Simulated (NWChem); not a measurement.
P anion, triplet

Computed with NWChem. Spin-unrestricted. Medium grid unless said otherwise, to which SCAN and Minnesota functionals are sensitive. The open p shell is one determinant without spherical averaging. No stability test was run on the SCF state. The highest occupied level is positive in some or all of these runs, so the extra electron may be held by the finite basis. B3LYP is NWChem's, with the RPA form of VWN correlation. Total energies of different functionals are on different scales.

```tsv
level	energy (Ha)	highest occupied level (eV)	lowest empty minus highest occupied level, either spin (eV)	<S²>
B3LYP/aug-cc-pVDZ	-341.3124	1.20	1.61	2.01
PBE/aug-cc-pVDZ	-341.1315	1.89	0.37	2.01
CAM-B3LYP/aug-cc-pVDZ	-341.2994	-0.04	4.07	2.01
KT2/aug-cc-pVDZ	-344.1204	2.06	0.28	2.01
LC-BLYP (range parameter 0.33 per bohr)/aug-cc-pVDZ	-341.0747	-0.93	5.68	2.01
RPBE/aug-cc-pVDZ	-341.2645	1.91	0.41	2.01
M06-2X/aug-cc-pVDZ	-341.2655	0.36	2.77	2.02
revPBE/aug-cc-pVDZ	-341.2286	1.92	0.43	2.01
```
